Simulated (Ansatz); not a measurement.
# C2H4O2S: small, medium and large basis sets

How large a basis does C2H4O2S need? Two functionals are run in growing sets.

Method: one geometry, several basis sets; program: Ansatz 0.2.0, Gaussian basis.

The runs, in order: PBE0-D4/def2-SVP; ωB97M-V/def2-SVP; PBE0-D4/def2-QZVPP; ωB97M-V/def2-QZVPP; the functionals' def2-TZVPP values are taken from earlier runs.

### Step 1. The relaxed structure

An earlier PBE0-D4 in a triple-zeta def2 set relaxation fixed the geometry.

9 atoms, charge 0, spin multiplicity 1.

Atoms are counted from 1 here; the program's logs count them from 0.

Bond lengths: O1–C2 1.196 Å, C2–O3 1.334 Å, C2–H6 1.099 Å, O3–C4 1.432 Å, C4–S5 1.783 Å, C4–H7 1.091 Å, C4–H8 1.090 Å, S5–H9 1.343 Å. Angles: O1–C2–O3 125.7°, O1–C2–H6 125.1°, O3–C2–H6 109.1°, C2–O3–C4 115.0°, O3–C4–S5 110.5°, O3–C4–H7 109.8°, O3–C4–H8 109.4°, S5–C4–H7 107.1°, S5–C4–H8 111.6°, H7–C4–H8 108.5°, C4–S5–H9 96.7°.

### Step 2. PBE0-D4 in def2-SVP

Contents of in.yaml:

```yaml
crystal:
  periodic: [false, false, false]
  atoms:
    - {symbol: O, position_ang: [-1.677181, 0.093150, 1.365581]}
    - {symbol: C, position_ang: [-1.605942, -0.245590, 0.221233]}
    - {symbol: O, position_ang: [-0.508223, -0.205961, -0.536081]}
    - {symbol: C, position_ang: [0.662892, 0.289770, 0.122496]}
    - {symbol: S, position_ang: [1.976471, 0.554528, -1.054268]}
    - {symbol: H, position_ang: [-2.441276, -0.639115, -0.375591]}
    - {symbol: H, position_ang: [0.446288, 1.254236, 0.583701]}
    - {symbol: H, position_ang: [0.959892, -0.407763, 0.904964]}
    - {symbol: H, position_ang: [2.275579, -0.739658, -1.249234]}
basis:
  gaussian: {orbitals: def2-SVP}
hamiltonian: {xc: pbe0, dispersion: d4}
output: {orbitals: {seedname: orbitals}}
```

Started as:

```bash
$ ansatz run in.yaml --threads 2 --pin off --events-out ev --progress --plain --max-ram 4352MiB
```

Further steps of the session: ωB97M-V in def2-SVP; PBE0-D4 in def2-QZVPP; ωB97M-V in def2-QZVPP.

Before running them: what should the planned runs give, taken together? Wanted: PBE0-D4: double and triple zeta above quadruple; ωB97M-V: double and triple zeta above quadruple.

As calculated:

| quantity | value |
| --- | --- |
| PBE0-D4: double and triple zeta above quadruple | 11.71, 0.67 eV |
| ωB97M-V: double and triple zeta above quadruple | 11.88, 0.64 eV |

What this shows: For PBE0-D4 the step from double to triple zeta gains 11.04 eV and the next only 0.67 eV. Total energies overstate the basis error of differences, where much of it tends to cancel. The LUMO of ωB97M-V is positive and keeps falling with the basis (2.54 to 1.47 eV): an unbound level that the basis holds in place.
